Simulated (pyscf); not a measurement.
HO–Al(F)–F (SMILES [OH][Al]([F])[F]) + HF (SMILES F) -> HO–Al(F)–F (SMILES [OH][Al]([F])[F]) + HF (SMILES F) (four-centre exchange; singlet surface; H–O, F–H broken, H–O, F–H formed). Structures and frequencies: ωB97X-D3(BJ)/def2-SVP in PySCF. Correlated levels are frozen-core, on RHF or UHF. ΔMP2 is the change of the MP2 total energy from the triple- to the quadruple-zeta basis. Energies in eV from the separated reactants.

```
level                                barrier  reaction energy
--------------------------------  ----------  ---------------
PBE/def2-TZVP                           1.12             0.00
r²SCAN/def2-TZVP                        1.26             0.00
PBE0-D3(BJ)/def2-TZVP                   1.34             0.00
ωB97M-D3(BJ)/def2-TZVP                  1.45             0.00
HF/def2-TZVP                            2.25             0.00
MP2/def2-QZVPP                          1.53             0.00
CCSD(T)/def2-TZVPP + ΔMP2(QZVPP)  (withheld)             0.00
```

Task: Complete the blanks.

Result: 
- CCSD(T)/def2-TZVPP + ΔMP2(QZVPP), barrier: 1.61

Of the functionals in the table, ωB97M-D3(BJ) is closest to CCSD(T)/def2-TZVPP + ΔMP2(QZVPP) in the barrier (0.16 eV apart) and PBE least close (0.48 eV); that level has limits of its own. On the reactant side the descent ends in a complex (not fully relaxed), 0.34 eV under the separated species and 1.81 eV under the saddle at ωB97X-D3(BJ)/def2-TZVP. On the product side the descent ends in a complex, 0.34 eV under the separated species and 1.82 eV under the saddle at ωB97X-D3(BJ)/def2-TZVP. At ωB97X-D3(BJ)/def2-TZVP the barrier from the zero used here is 1.47 eV. One saddle was located; it need not be the lowest between these sides. The CCSD(T) − MP2 part came from Ansatz, without density fitting, on the same reference.
